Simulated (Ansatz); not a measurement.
# OS: a test of scalar relativity

With the Python package of Ansatz (0.2.0).

Run as a notebook:

In [1]:
```python
import ansatz as az
from ase import Atoms
import numpy as np

SETTINGS = {
    "xc": "B3LYP",
}
```

In [2]:
```python
atoms = Atoms(["S", "O"], positions=[
    (0.0, 0.0, 0.0),
    (0.0, 0.0, 1.585),
])
mol = az.Crystal.molecule_from_ase(atoms)

calc = (
    mol.calculation()
    .functional(SETTINGS["xc"])
    .spin("collinear", total=2)
    .forces()
)
# a set contracted for a scalar-relativistic Hamiltonian goes with the relativistic run
sets = {"none": "cc-pVTZ", "scalar": "cc-pVTZ-DK"}
found = {kind: calc.basis(gaussian=basis).pseudopotentials(relativity=kind).run().report for kind, basis in sets.items()}
for kind, each in found.items():
    dipole = 4.803205 * np.linalg.norm(each["charge_distribution"]["dipole_moment_e_ang"])
    print(f"{kind:7s} E = {each['free_energy_ev']:.4f} eV  dipole {dipole:.3f} D  largest force component {np.abs(each['forces_ev_ang']).max():.4f} eV/A")
print(f"relativity lowers the total energy by {found['none']['free_energy_ev'] - found['scalar']['free_energy_ev']:.3f} eV")
```
```text
none    E = -12882.4367 eV  dipole 1.693 D  largest force component 3.4200 eV/A
scalar  E = -12913.5436 eV  dipole 1.702 D  largest force component 3.3952 eV/A
relativity lowers the total energy by 31.107 eV
```

The total moves by -31.1 eV, nearly all in the cores, and the dipole from 1.69 to 1.70 D.

Notes:
- Total energies depend on the basis set; only differences at equal settings carry meaning.
- The geometry is a force-field or estimated start, not a minimum of this method. The basis set changes with the Hamiltonian (a set recontracted for scalar relativity), and most of the change in the total lies in the cores.
- The run takes the species as open-shell (spin multiplicity 3), which needn't be its ground state.
- b3lyp holds the VWN-RPA fit, as in Gaussian; the form of ORCA and Turbomole is b3lyp5.
- The spin state was assumed, and another may lie lower.
- Finished in 2.9 s on 1 thread of Arm Neoverse V1, with other jobs on the host, peak memory 0.18 GiB.
